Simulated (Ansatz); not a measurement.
# Silver, fcc: convergence with Gaussian smearing

Computed with Ansatz, PBE, scalar-relativistic PAW, on the relaxed cell (a = 4.147 Å; spin not included). Errors count from a run at 420 eV on a Γ-centred 21×21×21 mesh with Fermi-Dirac smearing of 0.1 eV, extrapolated to zero width. Fixed here: cutoff 420 eV, mesh 13×13×13. The SCF starts from atomic densities corrected by a trained network.

```
width (eV)  E(σ→0) error (meV/atom)  F error (meV/atom)  P (GPa)  SCF iterations
      0.01                      0.5                 0.5    -0.14               6
      0.03                      0.5                 0.4    -0.18               6
       0.1                      0.3                -0.8    -0.11               6
       0.2                     -0.3                -3.8    -0.02               6
       0.3                     -0.9                -7.9     0.03               6
       1.0                     -3.3               -69.6     0.40               6
```

**Question.** What does the run at 0.6 give (width)?

**Answer.** E(σ→0) error (meV/atom): -2.6; F error (meV/atom): -26.9; P (GPa): 0.16; SCF iterations: 6.
